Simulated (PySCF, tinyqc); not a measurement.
Inside a calculation. Method: RHF in the sto-3g basis, for HF, spin multiplicity 1. The lowest restricted solution is unstable here: a spin-polarised one lies 0.0760 hartree lower (PySCF). Computed by tinyqc, a small Python program that keeps every step (integrals from PySCF). Settings: charge = 0, multiplicity = 1, basis = sto-3g, energy threshold = 1e-10, iteration cap = 79, orthogonalisation = symmetric, start = atomic densities, DIIS depth = 0, damping = 0.7, method = RHF. Command: `OMP_NUM_THREADS=1 python tinyqc.py 31752 31753 out.jsonl` (the two numbers bound the seeds that draw the settings). One thread of a shared host (Intel(R) Xeon(R) Processor @ 2.60GHz), about 0.1 s of CPU time with the checks. Later iterations appear only in the table of the cycle.

## One-electron integrals

Geometry (angstrom):
```
atom         x         y         z
F     0.000000  0.000000  0.000000
H     0.000000  0.000000  1.562000
```

Basis sto-3g: exponents (1/bohr^2) and contraction coefficients of normalised primitives:
```
element  l (shell)    exponent  coefficient
F            s (1)  166.679130     0.154329
F            s (1)   30.360812     0.535328
F            s (1)    8.216821     0.444635
F            s (2)    6.464803    -0.099967
F            s (2)    1.502281     0.399513
F            s (2)    0.488588     0.700115
F            p (3)    6.464803     0.155916
F            p (3)    1.502281     0.607684
F            p (3)    0.488588     0.391957
H            s (1)    3.425251     0.154329
H            s (1)    0.623914     0.535328
H            s (1)    0.168855     0.444635
```

Overlap, kinetic and nuclear-attraction integrals over the contracted functions; the nuclear repulsion is the sum of Za Zb / Rab.

nuclear repulsion = 3.04903643 hartree

overlap S:
```
           1F 1s     1F 2s    1F 2px    1F 2py    1F 2pz     2H 1s
1F 1s   1.000000  0.237990  0.000000  0.000000  0.000000  0.011146
1F 2s   0.237990  1.000000  0.000000  0.000000  0.000000  0.144761
1F 2px  0.000000  0.000000  1.000000  0.000000  0.000000  0.000000
1F 2py  0.000000  0.000000  0.000000  1.000000  0.000000  0.000000
1F 2pz  0.000000  0.000000  0.000000  0.000000  1.000000  0.136513
2H 1s   0.011146  0.144761  0.000000  0.000000  0.136513  1.000000
```

kinetic energy T (hartree):
```
            1F 1s      1F 2s    1F 2px    1F 2py    1F 2pz      2H 1s
1F 1s   36.984577  -0.212858  0.000000  0.000000  0.000000  -0.003169
1F 2s   -0.212858   1.037995  0.000000  0.000000  0.000000  -0.017077
1F 2px   0.000000   0.000000  3.248015  0.000000  0.000000   0.000000
1F 2py   0.000000   0.000000  0.000000  3.248015  0.000000   0.000000
1F 2pz   0.000000   0.000000  0.000000  0.000000  3.248015   0.009994
2H 1s   -0.003169  -0.017077  0.000000  0.000000  0.009994   0.760032
```

nuclear attraction V (hartree):
```
             1F 1s       1F 2s      1F 2px      1F 2py      1F 2pz      2H 1s
1F 1s   -77.348361   -9.257435    0.000000    0.000000   -0.005189  -0.444252
1F 2s    -9.257435  -11.879972    0.000000    0.000000   -0.064916  -1.148606
1F 2px    0.000000    0.000000  -11.778593    0.000000    0.000000   0.000000
1F 2py    0.000000    0.000000    0.000000  -11.778593    0.000000   0.000000
1F 2pz   -0.005189   -0.064916    0.000000    0.000000  -11.805533  -0.896514
2H 1s    -0.444252   -1.148606    0.000000    0.000000   -0.896514  -4.266225
```

core Hamiltonian H = T + V (hartree):
```
             1F 1s       1F 2s     1F 2px     1F 2py     1F 2pz      2H 1s
1F 1s   -40.363785   -9.470293   0.000000   0.000000  -0.005189  -0.447421
1F 2s    -9.470293  -10.841976   0.000000   0.000000  -0.064916  -1.165683
1F 2px    0.000000    0.000000  -8.530578   0.000000   0.000000   0.000000
1F 2py    0.000000    0.000000   0.000000  -8.530578   0.000000   0.000000
1F 2pz   -0.005189   -0.064916   0.000000   0.000000  -8.557518  -0.886520
2H 1s    -0.447421   -1.165683   0.000000   0.000000  -0.886520  -3.506193
```

## Two-electron integrals

Functions are numbered as in S; the eight-fold symmetry (ij|kl) = (ji|kl) = (kl|ij) leaves the list below.

Two-electron integrals (ij|kl) in chemists' order, unique and non-zero (hartree):
```
(11|11) 5.403501   (21|11) 0.841920   (21|21) 0.156299   (22|11) 1.268028
(22|21) 0.292344   (22|22) 0.926167   (31|31) 0.027998   (32|31) 0.043169
(32|32) 0.204588   (33|11) 1.264502   (33|21) 0.292403   (33|22) 0.925959
(33|33) 0.997514   (41|41) 0.027998   (42|41) 0.043169   (42|42) 0.204588
(43|43) 0.053770   (44|11) 1.264502   (44|21) 0.292403   (44|22) 0.925959
(44|33) 0.889973   (44|44) 0.997514   (51|51) 0.027998   (52|51) 0.043169
(52|52) 0.204588   (53|53) 0.053770   (54|54) 0.053770   (55|11) 1.264502
(55|21) 0.292403   (55|22) 0.925959   (55|33) 0.889973   (55|44) 0.889973
(55|55) 0.997514   (61|11) 0.039915   (61|21) 0.007352   (61|22) 0.013681
(61|33) 0.013665   (61|44) 0.013665   (61|51) 0.000272   (61|52) 0.000517
(61|55) 0.013715   (61|61) 0.000349   (62|11) 0.118533   (62|21) 0.027771
(62|22) 0.100543   (62|33) 0.099104   (62|44) 0.099104   (62|51) 0.001826
(62|52) 0.015463   (62|55) 0.103320   (62|61) 0.001324   (62|62) 0.014491
(63|31) 0.002692   (63|32) 0.016828   (63|53) 0.003129   (63|63) 0.002019
(64|41) 0.002692   (64|42) 0.016828   (64|54) 0.003129   (64|64) 0.002019
(65|11) 0.088930   (65|21) 0.021081   (65|22) 0.081944   (65|33) 0.078770
(65|44) 0.078770   (65|51) 0.003821   (65|52) 0.028031   (65|55) 0.088201
(65|61) 0.001036   (65|62) 0.014589   (65|65) 0.016623   (66|11) 0.337699
(66|21) 0.080348   (66|22) 0.336172   (66|33) 0.328340   (66|44) 0.328340
(66|51) 0.005051   (66|52) 0.061685   (66|55) 0.351707   (66|61) 0.003831
(66|62) 0.067965   (66|65) 0.081000   (66|66) 0.774606
```

## Orthogonalisation

S = U s U^T; symmetric (Loewdin) form X = U s^(-1/2) U^T, so that X^T S X = 1.

eigenvalues of S: 0.716197  0.882106  1.000000  1.000000  1.107076  1.294621

X:
```
            1F 1s      1F 2s    1F 2px    1F 2py     1F 2pz      2H 1s
1F 1s    1.022310  -0.124472  0.000000  0.000000  -0.000976   0.007958
1F 2s   -0.124472   1.030708  0.000000  0.000000   0.007844  -0.075950
1F 2px   0.000000   0.000000  1.000000  0.000000   0.000000   0.000000
1F 2py   0.000000   0.000000  0.000000  1.000000   0.000000   0.000000
1F 2pz  -0.000976   0.007844  0.000000  0.000000   1.007199  -0.070019
2H 1s    0.007958  -0.075950  0.000000  0.000000  -0.070019   1.015438
```

## Starting guess

The start is atomic minimal-basis densities projected into this basis (PySCF's MINAO start) and scaled to the electron count of each spin; this density is not idempotent, so its energy is not variational and may lie below the converged one.

D at the start:
```
            1F 1s      1F 2s    1F 2px    1F 2py     1F 2pz      2H 1s
1F 1s    2.158212  -0.510479  0.000000  0.000000   0.005265  -0.013776
1F 2s   -0.510479   2.144786  0.000000  0.000000  -0.027640   0.057955
1F 2px   0.000000   0.000000  1.637150  0.000000   0.000000   0.000000
1F 2py   0.000000   0.000000  0.000000  1.637150   0.000000   0.000000
1F 2pz   0.005265  -0.027640  0.000000  0.000000   1.594207   0.162963
2H 1s   -0.013776   0.057955  0.000000  0.000000   0.162963   1.010507
```

## Iteration 1: building the Fock matrix

J_ij = sum D_kl (ij|kl), K_ij = sum D_kl (ik|jl); F = H + J - 0.5 K; E = tr D H + tr D J / 2 - 0.25 tr D K + E_nn.

Coulomb J (hartree):
```
            1F 1s     1F 2s    1F 2px    1F 2py    1F 2pz     2H 1s
1F 1s   20.061095  3.799127  0.000000  0.000000  0.004462  0.178919
1F 2s    3.799127  9.310360  0.000000  0.000000  0.062393  1.006561
1F 2px   0.000000  0.000000  9.293990  0.000000  0.000000  0.000000
1F 2py   0.000000  0.000000  0.000000  9.293990  0.000000  0.000000
1F 2pz   0.004462  0.062393  0.000000  0.000000  9.316545  0.832108
2H 1s    0.178919  1.006561  0.000000  0.000000  0.832108  3.817150
```

exchange K (hartree):
```
            1F 1s     1F 2s    1F 2px    1F 2py    1F 2pz     2H 1s
1F 1s   11.274062  1.929522  0.000000  0.000000  0.001458  0.101126
1F 2s    1.929522  3.051894  0.000000  0.000000  0.011996  0.407867
1F 2px   0.000000  0.000000  2.266915  0.000000  0.000000  0.000000
1F 2py   0.000000  0.000000  0.000000  2.266915  0.000000  0.000000
1F 2pz   0.001458  0.011996  0.000000  0.000000  2.270140  0.326088
2H 1s    0.101126  0.407867  0.000000  0.000000  0.326088  0.879714
```

Fock matrix F (hartree):
```
             1F 1s      1F 2s     1F 2px     1F 2py     1F 2pz      2H 1s
1F 1s   -25.939721  -6.635927   0.000000   0.000000  -0.001456  -0.319065
1F 2s    -6.635927  -3.057563   0.000000   0.000000  -0.008522  -0.363056
1F 2px    0.000000   0.000000  -0.370046   0.000000   0.000000   0.000000
1F 2py    0.000000   0.000000   0.000000  -0.370046   0.000000   0.000000
1F 2pz   -0.001456  -0.008522   0.000000   0.000000  -0.376043  -0.217456
2H 1s    -0.319065  -0.363056   0.000000   0.000000  -0.217456  -0.128900
```

total energy of this density = -98.96857190 hartree

This density is the starting one; it is not idempotent, so its energy is not variational and may lie below the converged one.

## Iteration 1: diagonalisation and new density

Diagonalise F' = X^T F X, C = X C', fill 5 alpha and 5 beta electrons from the bottom; D = 2 C_occ C_occ^T; the new density keeps 0.7 of the old one (damping). Each column has its largest component positive (the first on a tie).

F' = X^T F X (hartree):
```
            1          2          3          4          5          6
1  -25.473084  -3.383292   0.000000   0.000000  -0.007255  -0.003963
2   -3.383292  -1.897249   0.000000   0.000000   0.013328  -0.185806
3    0.000000   0.000000  -0.370046   0.000000   0.000000   0.000000
4    0.000000   0.000000   0.000000  -0.370046   0.000000   0.000000
5   -0.007255   0.013328   0.000000   0.000000  -0.351326  -0.190351
6   -0.003963  -0.185806   0.000000   0.000000  -0.190351  -0.064337
```

orbital energies (hartree): MO1 -25.949038, MO2 -1.445804, MO3 -0.441610, MO4 -0.370046, MO5 -0.370046, MO6 0.050456

coefficients C:
```
              MO1        MO2        MO3        MO4       MO5        MO6
1F 1s    0.995011  -0.262402   0.019398   0.000000  0.000000   0.037383
1F 2s    0.020237   1.018694  -0.093822   0.000000  0.000000  -0.191656
1F 2px   0.000000   0.000000   0.000000   0.707883  0.706330   0.000000
1F 2py   0.000000   0.000000   0.000000  -0.706330  0.707883   0.000000
1F 2pz   0.000264   0.008860   0.879759   0.000000  0.000000  -0.495340
2H 1s   -0.001544   0.058711   0.371915   0.000000  0.000000   0.948725
```

D after iteration 1:
```
            1F 1s      1F 2s    1F 2px    1F 2py     1F 2pz      2H 1s
1F 1s    2.146315  -0.506730  0.000000  0.000000   0.012688  -0.015479
1F 2s   -0.506730   2.129520  0.000000  0.000000  -0.063454   0.055499
1F 2px   0.000000   0.000000  1.746005  0.000000   0.000000   0.000000
1F 2py   0.000000   0.000000  0.000000  1.746005   0.000000   0.000000
1F 2pz   0.012688  -0.063454  0.000000  0.000000   1.580378   0.310703
2H 1s   -0.015479   0.055499  0.000000  0.000000   0.310703   0.792417
```

Within a degenerate level the vectors are fixed only up to a rotation; this is one choice.

## Iteration 2: building the Fock matrix

As before.

Coulomb J (hartree):
```
            1F 1s     1F 2s    1F 2px    1F 2py    1F 2pz     2H 1s
1F 1s   20.193484  3.833980  0.000000  0.000000  0.001803  0.180505
1F 2s    3.833980  9.422470  0.000000  0.000000  0.043131  1.012303
1F 2px   0.000000  0.000000  9.411292  0.000000  0.000000  0.000000
1F 2py   0.000000  0.000000  0.000000  9.411292  0.000000  0.000000
1F 2pz   0.001803  0.043131  0.000000  0.000000  9.418324  0.831107
2H 1s    0.180505  1.012303  0.000000  0.000000  0.831107  3.725531
```

exchange K (hartree):
```
            1F 1s      1F 2s    1F 2px    1F 2py     1F 2pz     2H 1s
1F 1s   11.219246   1.928925  0.000000  0.000000   0.001193  0.100362
1F 2s    1.928925   3.080620  0.000000  0.000000  -0.010056  0.401794
1F 2px   0.000000   0.000000  2.377869  0.000000   0.000000  0.000000
1F 2py   0.000000   0.000000  0.000000  2.377869   0.000000  0.000000
1F 2pz   0.001193  -0.010056  0.000000  0.000000   2.287204  0.357299
2H 1s    0.100362   0.401794  0.000000  0.000000   0.357299  0.733332
```

Fock matrix F (hartree):
```
             1F 1s      1F 2s     1F 2px     1F 2py     1F 2pz      2H 1s
1F 1s   -25.779924  -6.600775   0.000000   0.000000  -0.003983  -0.317096
1F 2s    -6.600775  -2.959817   0.000000   0.000000  -0.016757  -0.354277
1F 2px    0.000000   0.000000  -0.308221   0.000000   0.000000   0.000000
1F 2py    0.000000   0.000000   0.000000  -0.308221   0.000000   0.000000
1F 2pz   -0.003983  -0.016757   0.000000   0.000000  -0.282797  -0.234063
2H 1s    -0.317096  -0.354277   0.000000   0.000000  -0.234063  -0.147327
```

total energy of this density = -98.76677366 hartree

This density is a damped mixture and is not idempotent, and it still holds part of the atomic start, so its energy may lie below the converged one.

## Iteration 2: diagonalisation and new density

As before.

F' = X^T F X (hartree):
```
            1          2          3          4          5          6
1  -25.313492  -3.378579   0.000000   0.000000  -0.009072  -0.003582
2   -3.378579  -1.801496   0.000000   0.000000   0.007132  -0.182280
3    0.000000   0.000000  -0.308221   0.000000   0.000000   0.000000
4    0.000000   0.000000   0.000000  -0.308221   0.000000   0.000000
5   -0.009072   0.007132   0.000000   0.000000  -0.254609  -0.212010
6   -0.003582  -0.182280   0.000000   0.000000  -0.212010  -0.081394
```

orbital energies (hartree): MO1 -25.789385, MO2 -1.351590, MO3 -0.388181, MO4 -0.308221, MO5 -0.308221, MO6 0.078164

coefficients C:
```
              MO1        MO2        MO3        MO4       MO5        MO6
1F 1s    0.994964  -0.262080   0.027477   0.000000  0.000000   0.035790
1F 2s    0.020421   1.016273  -0.130970   0.000000  0.000000  -0.182484
1F 2px   0.000000   0.000000   0.000000   0.864886  0.501968   0.000000
1F 2py   0.000000   0.000000   0.000000  -0.501968  0.864886   0.000000
1F 2pz   0.000373   0.018150   0.812347   0.000000  0.000000  -0.599316
2H 1s   -0.001588   0.068875   0.484304   0.000000  0.000000   0.895852
```

D after iteration 2:
```
            1F 1s      1F 2s    1F 2px    1F 2py     1F 2pz      2H 1s
1F 1s    2.138057  -0.504486  0.000000  0.000000   0.019643  -0.014630
1F 2s   -0.504486   2.120893  0.000000  0.000000  -0.097182   0.042769
1F 2px   0.000000   0.000000  1.822203  0.000000   0.000000   0.000000
1F 2py   0.000000   0.000000  0.000000  1.822203   0.000000   0.000000
1F 2pz   0.019643  -0.097182  0.000000  0.000000   1.502406   0.454296
2H 1s   -0.014630   0.042769  0.000000  0.000000   0.454296   0.698270
```

Within a degenerate level the vectors are fixed only up to a rotation; this is one choice.

## Iteration 60 (converged): orbitals

converged F (hartree):
```
             1F 1s      1F 2s     1F 2px     1F 2py     1F 2pz      2H 1s
1F 1s   -25.925374  -6.626539   0.000000   0.000000  -0.009461  -0.317763
1F 2s    -6.626539  -3.009791   0.000000   0.000000  -0.000743  -0.353177
1F 2px    0.000000   0.000000  -0.466190   0.000000   0.000000   0.000000
1F 2py    0.000000   0.000000   0.000000  -0.466190   0.000000   0.000000
1F 2pz   -0.009461  -0.000743   0.000000   0.000000  -0.157163  -0.308560
2H 1s    -0.317763  -0.353177   0.000000   0.000000  -0.308560  -0.171091
```

Diagonalise F' = X^T F X, C = X C', fill 5 alpha and 5 beta electrons from the bottom; D = 2 C_occ C_occ^T. Each column has its largest component positive (the first on a tie).

F' = X^T F X (hartree):
```
            1          2          3          4          5          6
1  -25.459720  -3.381206   0.000000   0.000000  -0.017391  -0.003580
2   -3.381206  -1.850186   0.000000   0.000000   0.030593  -0.177876
3    0.000000   0.000000  -0.466190   0.000000   0.000000   0.000000
4    0.000000   0.000000   0.000000  -0.466190   0.000000   0.000000
5   -0.017391   0.030593   0.000000   0.000000  -0.116509  -0.296973
6   -0.003580  -0.177876   0.000000   0.000000  -0.296973  -0.094958
```

orbital energies (hartree): MO1 -25.934448, MO2 -1.399195, MO3 -0.466190, MO4 -0.466190, MO5 -0.393381, MO6 0.205651

coefficients C:
```
              MO1        MO2        MO3       MO4        MO5        MO6
1F 1s    0.995083  -0.262057   0.000000  0.000000   0.028997   0.031175
1F 2s    0.019961   1.018317   0.000000  0.000000  -0.145004  -0.159019
1F 2px   0.000000   0.000000  -0.036552  0.999332   0.000000   0.000000
1F 2py   0.000000   0.000000   0.999332  0.036552   0.000000   0.000000
1F 2pz   0.000566   0.004371   0.000000  0.000000   0.690666  -0.736462
2H 1s   -0.001598   0.060838   0.000000  0.000000   0.639498   0.793213
```

D after iteration 60:
```
            1F 1s      1F 2s    1F 2px    1F 2py     1F 2pz      2H 1s
1F 1s    2.119408  -0.502397  0.000000  0.000000   0.038890   0.002022
1F 2s   -0.502397   2.116790  0.000000  0.000000  -0.191373  -0.061618
1F 2px   0.000000   0.000000  2.000000  0.000000   0.000000   0.000000
1F 2py   0.000000   0.000000  0.000000  2.000000   0.000000   0.000000
1F 2pz   0.038890  -0.191373  0.000000  0.000000   0.954079   0.883890
2H 1s    0.002022  -0.061618  0.000000  0.000000   0.883890   0.825324
```

Within a degenerate level the vectors are fixed only up to a rotation; this is one choice.

## Convergence

Stop when the energy changes by less than 1e-10 hartree and every element of the error matrix X^T (F D S - S D F) X is below 3e-06.

Course of the cycle:
```
iteration   E (hartree)    change  largest element of the error matrix
1          -98.96857190         -                             4.03e-01
2          -98.76677366  2.02e-01                             2.86e-01
3          -98.63051373  1.36e-01                             2.03e-01
4          -98.54408776  8.64e-02                             1.43e-01
5          -98.49019569  5.39e-02                             1.07e-01
6          -98.45638260  3.38e-02                             9.03e-02
7          -98.43483704  2.15e-02                             7.23e-02
8          -98.42086177  1.40e-02                             5.60e-02
9          -98.41164317  9.22e-03                             4.24e-02
10         -98.40547401  6.17e-03                             3.15e-02
11         -98.40129727  4.18e-03                             2.32e-02
12         -98.39844390  2.85e-03                             1.69e-02
13         -98.39648134  1.96e-03                             1.22e-02
14         -98.39512472  1.36e-03                             8.75e-03
...                 ...       ...                                  ...
47         -98.39201480  1.02e-08                             1.60e-07
48         -98.39201479  7.12e-09                             1.21e-07
49         -98.39201479  4.99e-09                             9.21e-08
50         -98.39201478  3.49e-09                             6.99e-08
51         -98.39201478  2.44e-09                             5.31e-08
52         -98.39201478  1.71e-09                             4.03e-08
53         -98.39201478  1.20e-09                             3.07e-08
54         -98.39201478  8.38e-10                             2.33e-08
55         -98.39201478  5.86e-10                             1.77e-08
56         -98.39201478  4.11e-10                             1.35e-08
57         -98.39201478  2.87e-10                             1.03e-08
58         -98.39201478  2.01e-10                             7.80e-09
59         -98.39201478  1.41e-10                             5.94e-09
60         -98.39201478  9.86e-11                             4.52e-09
```

PySCF RHF in the same basis = -98.39201478 hartree

Converged in 60 iterations.

## Populations, bond orders and dipole

Mulliken: Z minus the diagonal of D S on the atom; Loewdin: the same with S^(1/2) D S^(1/2); Mayer order: 2 sum_s sum (D(s) S)_ij (D(s) S)_ji over the two atoms.

Charges (e):
```
atom   Mulliken    Loewdin
1F    -0.062911  -0.057470
2H     0.062911   0.057470
```

Mayer bond orders:
```
pair     order
2-1   0.996042
```

dipole moment about the origin, x y z (debye): 0.000000  0.000000  0.862023
